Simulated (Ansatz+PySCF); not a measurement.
# singlet HF: levels of theory in one basis

```yaml
atoms:
  - { symbol: H, position_ang: [0.0000, 0.0000, -1.0352] }
  - { symbol: F, position_ang: [0.0000, 0.0000, 0.1150] }
```

Basis set: 6-31G (spherical functions). Frozen core: 1 orbital. Charge 0, multiplicity 1.

Computed with Ansatz (development build ahead of 0.2.0); each method stands on the lowest determinant of its kind that the runs found.

```tsv
method	E − E(RHF) (eV)	<S²> of the determinant
RHF	0.00	0.00
RHF-CCSD	-3.90	–
RHF-CCSD(T)	-3.93	–
full CI (lowest root of this spin)	-3.94	–
```

Problem. What does RHF-MP2 give on the same scale?

Solution. -3.80 eV.

At such a shape the full CI root can have another spatial symmetry than the determinants, so the rows needn't describe one state.

Problem. Is a single determinant a sound starting point here?

Solution. Only with care. Unrestricted orbitals gain 0.00 eV and <S²> is 0.00 against 0.00 for a pure state, but bonds are stretched.

Caution for RHF-MP2, RHF-CCSD, RHF-CCSD(T): bonds are stretched, where a single reference can fail.
